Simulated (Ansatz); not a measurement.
Geometry optimisation, RKS CAM-B3LYP-D4/cc-pVDZ (Ansatz).

Input file:

```yaml
crystal:
  periodic: [false, false, false]
  atoms:
    - { symbol: O, position_ang: [-1.0876, -0.6505, -0.3403] }
    - { symbol: Al, position_ang: [0.5198, -1.3319, -0.0262] }
    - { symbol: Si, position_ang: [-0.2689, 0.8593, -0.1644] }
    - { symbol: H, position_ang: [1.6837, -2.0727, 0.8666] }
    - { symbol: H, position_ang: [-0.1241, 1.5655, -1.4485] }
    - { symbol: H, position_ang: [-0.6807, 1.5663, 1.0667] }
basis:
  gaussian: { orbitals: cc-pVDZ }
hamiltonian:
  xc: cam_b3lyp
  dispersion: d4
relax:
  f_tol: 0.02
  max_steps: 40
scf:
  lower_state_search: "off"
output:
  orbitals: {}
```

Launched with:

```bash
$ ansatz run input.yaml --threads 1 --pin off --max-ram 2048MiB --backend cpu --events-out ev --progress --plain --runs-dir out
```

Problem. Where does it end, and by what steps?

Solution. The forces met the threshold. After 8 steps the energy has fallen by 0.924 eV; H4 moved furthest, 0.54 Å.

| step | energy less start (eV) | largest force component (eV/Å) | accepted |
| --- | --- | --- | --- |
| 0 | 0.0000 | 1.860 | yes |
| 1 | -0.6133 | 0.733 | yes |
| 2 | -0.8550 | 0.525 | yes |
| 3 | -0.8873 | 0.630 | yes |
| 4 | -0.9111 | 0.420 | yes |
| 5 | -0.9192 | 0.276 | yes |
| 6 | -0.9229 | 0.105 | yes |
| 7 | -0.9235 | 0.023 | yes |
| 8 | -0.9236 | 0.008 | yes |

```xyz
6
Properties=species:S:1:pos:R:3
O -0.859 -0.724 -0.197
Al 0.794 -1.111 0.294
Si -0.229 0.892 -0.139
H 1.496 -2.490 0.586
H -0.257 1.600 -1.456
H -0.903 1.770 0.866
```

Whether the end is a true minimum wasn't checked by a vibrational analysis.

Time of the run: 20 s on 1 thread of Arm Neoverse V1, on a shared host, peak memory 0.13 GiB.
